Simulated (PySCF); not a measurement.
Compound: pyranone, C5H4O2.
SMILES with atom numbers: `[O:1]=[c:2]1[cH:3][cH:4][o:5][cH:6][cH:7]1` (hydrogens: H8 on C3; H9 on C4; H10 on C6; H11 on C7)

A linear-response calculation (PySCF, def2-SVPD basis, gas phase, vertical, core orbitals frozen in the response) gave these numbers; the functional is withheld.

Orbital energies (eV): HOMO-3 -10.93, HOMO-2 -8.76, HOMO-1 -7.53, HOMO -7.26, LUMO -1.33, LUMO+1 -0.86, LUMO+2 0.53.

```json
{"state": "S1", "E (eV)": "4.03", "f": "0.0000", "main configurations (H = HOMO, L = LUMO)": "H→L (98%)"}
{"state": "S2", "E (eV)": "5.00", "f": "0.0002", "main configurations (H = HOMO, L = LUMO)": "H→L+1 (100%)"}
{"state": "S3", "E (eV)": "5.60", "f": "0.022", "main configurations (H = HOMO, L = LUMO)": "H-1→L+1 (98%)"}
{"state": "S4", "E (eV)": "5.69", "f": "0.172", "main configurations (H = HOMO, L = LUMO)": "H-1→L (85%), H-2→L+1 (12%)"}
{"state": "S5", "E (eV)": "6.53", "f": "0.117", "main configurations (H = HOMO, L = LUMO)": "H-2→L (96%)"}
{"state": "S6", "E (eV)": "6.89", "f": "0.0000", "main configurations (H = HOMO, L = LUMO)": "H→L+2 (96%)"}
```

Triplets, Tamm–Dancoff:

```
state  E (eV)  λ (nm)  main configurations (H = HOMO, L = LUMO)
   T1    3.57   346.9                                 H→L (97%)
   T2    3.73   332.0                 H-1→L (90%), H-2→L+1 (8%)
   T3    4.17   297.2                H-1→L+1 (74%), H-2→L (22%)
   T4    4.81   258.0                               H→L+1 (99%)
```

Vertical ionisation energy by ΔSCF with the same functional: 9.23 eV. Mean static polarisability: 63.2 au.

Question: Which of these was used?
A. CAM-B3LYP
B. HF
C. PBE
D. PBE0

Answer: D. PBE0 is a global hybrid with 25% exact exchange. In this run −ε(HOMO) = 7.26 eV differs from the ΔSCF value by -1.98 eV, and S1 differs from the orbital gap of 5.92 eV by -1.89 eV. The ratio −ε(HOMO)/IP is 0.79. Usual ranges for neutral molecules in this basis: 0.7 to 0.83 with PBE0, 0.5 to 0.7 with PBE, 0.85 to 0.93 with CAM-B3LYP; with Hartree–Fock the ratio is 1 or more (Koopmans' value less the relaxation energy is the ΔSCF value).

Computed with TDDFT PBE0/def2-SVPD, vertical, gas phase, core orbitals frozen in the response (PySCF 2.14.0, density-fitted response routines). Geometry: PBE0-D3(BJ)/def2-SVP; no solvent, vibrations or thermal averaging.
